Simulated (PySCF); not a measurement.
# F4P2 (P2F4): the cost of one run

The runs use PySCF 2.14.0, with density-fitted response routines of our own; the level of theory stands in each step. All values are computed, except where a source is named. Atoms count from 0, in the outputs and in this text.

**1. The molecule as given**

6 atoms, charge 0, multiplicity 1; geometry from: GFN2-xTB.

Bonds of the start (Å): F0–P1 1.62, P1–F2 1.62, P1–P3 2.26, P3–F4 1.62, P3–F5 1.62.

**2. Optimising the geometry at PBE0-D3(BJ)/def2-SVP**

The job: settings as JSON, then the geometry in Å.

```
{"job": {"xc": "PBE0", "basis": "def2-SVP", "d3": "d3bj", "grid": 1, "kind": "geom"}, "charge": 0, "multiplicity": 1}
F     -1.491517    -0.349687    -1.336173
P     -0.895357    -0.679649     0.132937
F     -1.773021     0.459464     0.878257
P      0.894975     0.679775    -0.139320
F      1.496409     0.351706     1.327867
F      1.771633    -0.459619    -0.885142
```

Command:

```
$ OMP_NUM_THREADS=1 python probes_run.py task.json out
```

The driver reads the jobs from task.json and runs them one after another.

Q: Estimate the wall time and peak memory of this first job on 1 thread of Arm Neoverse V1, shared host.

About 16 s, with a peak of 0.38 GiB.
